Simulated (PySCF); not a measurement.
Compound: N2.
Z-matrix (Å and degrees, PBE0-D3(BJ)/def2-SVP geometry), rows numbered from 1:
```
N 
N   1  1.0978
```

Linear response at CAM-B3LYP/def2-SVPD (PySCF, frozen core in the response, non-relativistic). Isolated species at its PBE0-D3(BJ)/def2-SVP geometry, gas phase.

Static isotropic polarisability: 10.96 au (1.62 Å³), principal values 9.2, 9.2, 14.6 au.

(1) What is the polarisability at 1064 nm and at the sodium D line?

(2) What is the isotropic C6 coefficient between two such molecules, C6 = (3/π)∫α(iω)² dω?

(3) Which effective excitation energy ω̄ makes London's formula C6 = (3/4)α²ω̄ exact here?

(4) How anisotropic is the static polarisability, by Δα² = ½[(α1 − α2)² + (α2 − α3)² + (α3 − α1)²]?

(5) What does −C6/R⁶ come to at R = 8 Å between centres?

(6) What n − 1 at the D line would an ideal gas of it have at 273.15 K and 1 atm (2.6868 × 10¹⁹ cm⁻³), by n − 1 = 2π·N·α′?

(7) What three-body coefficient follows from the one-pole estimate C9 = (3/4)·α·C6?

(8) The lowest 6 singlets have (eV, f): 9.27, 0.000; 9.46, 0.000; 9.46, 0.000; 9.77, 0.000; 9.77, 0.000; 13.66, 0.145. What share of the static polarisability do they carry in the sum over states α = Σ f/ω²?

(9) How many electrons N does the Slater–Kirkwood formula C6 = (3/4)·√N·α^(3/2) need to give this C6?

## Answers

(1) 11.01 au at 1064 nm (+0.4 %), 11.12 au at 589.3 nm (+1.4 %). The lowest singlet lies at 134 nm, shorter than both wavelengths.

(2) 66.29 au (Eh·bohr⁶) by a ten-point quadrature over imaginary frequencies, which is 39.6 eV·Å⁶ or 3.82 J·nm⁶/mol.

(3) ω̄ = 4·C6/(3α²) = 0.736 Eh = 20.0 eV. London's choice of the ionisation energy (16.06 eV, ΔSCF at the same level) gives C6 = 53.2 au, 20 % too low.

(4) Δα = 5.4 au, or 0.50 of the isotropic value.

(5) -15 J/mol. This is the leading, orientation-averaged term; C8 and higher terms are left out.

(6) 2.78 × 10⁻⁴, a formal value whether or not that pressure can be reached.

(7) 545 au. This is an estimate from the two numbers above, not a computed integral.

(8) 0.58 au, 5.3 % of α; the largest term, 0.58 au, is that of the state at 13.66 eV. Their oscillator strengths add up to 0.15. Higher states carry the rest.

(9) N = (4·C6/3)²/α³ = 5.9; the species has 14 electrons in all.
